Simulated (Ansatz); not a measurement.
```yaml
crystal:
  periodic: [false, false, false]
  atoms:
    - {symbol: Ti, position_ang: [0.000000, 0.000000, 0.000000]}
    - {symbol: C, position_ang: [0.000000, 0.000000, 2.210000]}
basis:
  gaussian: {orbitals: def2-TZVP}
magnetization: {spin_polarized: true, initial_magnetization: 2}
hamiltonian: {xc: pbe0}
relax: {f_tol: 0.004, max_steps: 80}
```

```sh
$ ansatz run in.yaml --threads 1 --pin off --events-out ev --progress --plain --max-ram 2176MiB
```

Steps of the relaxation (energy above the last step; positions in Å, forces in eV/Å):

```
2
step 1, 1261.0 meV
Ti    0.000    0.000    0.000    0.000    0.000    1.867
C     0.000    0.000    2.210    0.000    0.000   -1.867
```

```
2
step 2, 883.6 meV
Ti    0.000    0.000    0.110    0.000    0.000    1.840
C     0.000    0.000    2.100    0.000    0.000   -1.840
```

```
2
step 3, 37.7 meV
Ti    0.000    0.000    0.305    0.000    0.000   -1.782
C     0.000    0.000    1.905    0.000    0.000    1.782
```

```
2
step 4, 88.6 meV
Ti    0.000    0.000    0.247    0.000    0.000    2.322
C     0.000    0.000    1.963    0.000    0.000   -2.322
```

```
2
step 7, 0.0 meV
Ti    0.000    0.000    0.283    0.000    0.000    0.000
C     0.000    0.000    1.927    0.000    0.000    0.000
```

Close pairs at the end: Ti1–C2 1.643 Å.

A stationary point of unrestricted PBE0 after 7 steps, with ⟨S²⟩ = 2.008 against 2.00 for a pure state. 3.2 min on 1 thread of Arm Neoverse V1, shared host.
